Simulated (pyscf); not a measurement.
`[F][CH]=[CH][F]` + `[CH3]` [doublet] -> `[CH3][CH]([F])[CH][F]` [doublet] (addition; doublet surface; none broken, C–C formed). Optimised with ωB97X-D3(BJ)/def2-SVP in PySCF. Energies in kJ/mol from the separated reactants.

```csv
level,barrier,reaction energy
ωB97X-D3(BJ)/def2-TZVP,21.1,-162.2
PBE/def2-TZVP,10.6,-148.6
r²SCAN/def2-TZVP,13.4,-152.4
PBE0-D3(BJ)/def2-TZVP,…,-163.0
ωB97M-D3(BJ)/def2-TZVP,…,…
HF/def2-TZVP,48.1,-126.4
```

Complete the blanks.


- PBE0-D3(BJ)/def2-TZVP, barrier: 15.0
- ωB97M-D3(BJ)/def2-TZVP, barrier: 24.9
- ωB97M-D3(BJ)/def2-TZVP, reaction energy: -149.9

The functionals in the table span 14.3 kJ/mol in this barrier, from PBE to ωB97M-D3(BJ)/def2-TZVP. On the product side the descent ends in a point that may be a rotor saddle (no frequency run), 8.2 kJ/mol over the lowest minimum found and 175.1 kJ/mol under the saddle at ωB97X-D3(BJ)/def2-TZVP. F–CH=CH–F lies 46.1 kJ/mol over its isomer H₂C=C(F)–F (electronic energy, ωB97M-D3(BJ)/def2-TZVP). H₃C–CH(F)–CH•–F lies 33.9 kJ/mol over its isomer •H₂C–C(CH₃)(F)–F (electronic energy, ωB97M-D3(BJ)/def2-TZVP). One saddle was located; it need not be the lowest between these sides.
